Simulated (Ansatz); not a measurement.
## Structure relaxation of Ca3Bi

Theory: Ansatz 0.2.0, DFT PBE, scalar-relativistic, plane waves, PAW. Cutoff 420 eV, Γ-centred k mesh, Gaussian smearing, no spin polarisation in the final step.

The start is a random cell of Ca3Bi with space group P3m1 (No. 156), drawn with lower limits on the distances.

```yaml
crystal:
  lattice:
    - [4.96216, 0.00000, 0.00000]
    - [-2.48108, 4.29736, 0.00000]
    - [0.00000, 0.00000, 5.65699]
  atoms:
    - { symbol: Ca, position: [0.31945, 0.15973, 0.80131] }
    - { symbol: Ca, position: [0.84027, 0.15973, 0.80131] }
    - { symbol: Ca, position: [0.84027, 0.68055, 0.80131] }
    - { symbol: Bi, position: [0.33333, 0.66667, 0.54700] }
```

Cell and atoms relax at zero pressure; the relaxation can't lower the symmetry of the start. After a coarse first stage the cell is made exact in the group found at 0.06 Å.

Formation energies are uncorrected and refer to the elements' standard structures at the same level.

Describe the relaxed structure.

It ends in P6/mmm (No. 191). Conventional cell: a = 6.785 Å, c = 3.457 Å. Ca is coordinated by 6 Ca at 3.39–3.46 Å and 4 Bi at 3.81 Å; around Bi lie 2 Bi at 3.46 Å and 12 Ca at 3.81 Å.

Space group P6/mmm (No. 191). a = 6.785 Å, b = 6.785 Å, c = 3.457 Å, α = 90.00°, β = 90.00°, γ = 120.00°
| atom | site | symmetry | x | y | z |
| --- | --- | --- | --- | --- | --- |
| Ca | 3g | mmm | 0.0000 | 0.5000 | 0.5000 |
| Bi | 1a | 6/mmm | 0.0000 | 0.0000 | 0.0000 |

What are its volume, energy, density and gap?

The volume per atom is 34.45 Å³, the density is 3.97 g/cm³ and the energy over the elements is -0.17 eV/atom. The gap on the 12×12×14 mesh is 0 eV (a metal).

The final run used a 12×12×14 mesh on its 4-atom cell and 0.10 eV smearing. The k mesh leaves about 4 meV/atom of noise in metals. Spin–orbit coupling is left out. A structure relaxed within its symmetry needn't be a true minimum.

Cost: 3 runs of about 6.6 core-minutes in all, on Arm Neoverse V1 (shared hosts).